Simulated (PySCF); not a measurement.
# Solvent effects on NMR parameters

Molfile (atoms numbered from 1):
```
C3H7NO
     RDKit          3D

 12 11  0  0  0  0  0  0  0  0999 V2000
   -1.6845   -0.1308   -0.1821 C   0  0  0  0  0  0  0  0  0  0  0  0
   -0.2258   -0.5408   -0.1958 C   0  0  0  0  0  0  0  0  0  0  0  0
    0.6953    0.5742    0.2745 C   0  0  0  0  0  0  0  0  0  0  0  0
    2.0230    0.3260    0.1095 N   0  0  0  0  0  0  0  0  0  0  0  0
    0.2832    1.6020    0.7702 O   0  0  0  0  0  0  0  0  0  0  0  0
   -1.8646    0.7075   -0.8704 H   0  0  0  0  0  0  0  0  0  0  0  0
   -1.9792    0.2092    0.8203 H   0  0  0  0  0  0  0  0  0  0  0  0
   -2.3334   -0.9682   -0.4768 H   0  0  0  0  0  0  0  0  0  0  0  0
    0.0910   -0.8642   -1.2025 H   0  0  0  0  0  0  0  0  0  0  0  0
   -0.0566   -1.4101    0.4646 H   0  0  0  0  0  0  0  0  0  0  0  0
    2.3670   -0.5270   -0.3050 H   0  0  0  0  0  0  0  0  0  0  0  0
    2.6846    1.0221    0.4260 H   0  0  0  0  0  0  0  0  0  0  0  0
  1  2  1  0
  2  3  1  0
  3  4  1  0
  3  5  2  0
  1  6  1  0
  1  7  1  0
  1  8  1  0
  2  9  1  0
  2 10  1  0
  4 11  1  0
  4 12  1  0
M  END
```

GIAO PBE0/pcSseg-1 in PySCF on one PBE0-D3(BJ)/def2-SVP conformer, non-relativistic, equivalent nuclei averaged. Solvents enter as an IEF-PCM continuum (cyclohexane with ε = 2.0, chloroform with ε = 4.7, acetone with ε = 20.5) around the gas-phase geometry. Shifts are referred to TMS computed in the same medium.

Gas phase, δ in ppm: C3 172.2, C2 28.3, C1 9.6, H11 4.42, H12 4.29, H9/H10 1.86, H6/H7/H8 1.06. Dipole moment 3.77 D.

(1) How does each δ change in the continuum?

(2) Which nuclei move most (in ppm), and what does the model miss?

Results:

(1) 
| atoms | environment | Δδ, cyclohexane | Δδ, chloroform | Δδ, acetone |
| --- | --- | --- | --- | --- |
| C3 | amide carbonyl carbon | +2.4 | +4.3 | +5.8 |
| C2 | sp3 CH2 α to a carbonyl | +0.2 | +0.6 | +0.8 |
| C1 | methyl carbon | +0.1 | +0.2 | +0.4 |
| H11 | hydrogen on an amide-type nitrogen | +0.37 | +0.68 | +0.93 |
| H12 | hydrogen on an amide-type nitrogen | +0.24 | +0.42 | +0.54 |
| H9/H10 | hydrogen on an sp3 CH2 α to a carbonyl | +0.12 | +0.23 | +0.32 |
| H6/H7/H8 | hydrogen on a methyl carbon | -0.05 | -0.09 | -0.12 |

Changes are relative to the gas phase. The dipole moment becomes 4.22 D in cyclohexane, 4.62 D in chloroform, 4.94 D in acetone.

(2) C3 (amide carbonyl carbon, +5.8 ppm) in acetone. A continuum only polarises the solute; specific hydrogen bonds, the anisotropy of aromatic solvents and changes of geometry or conformer are outside it.
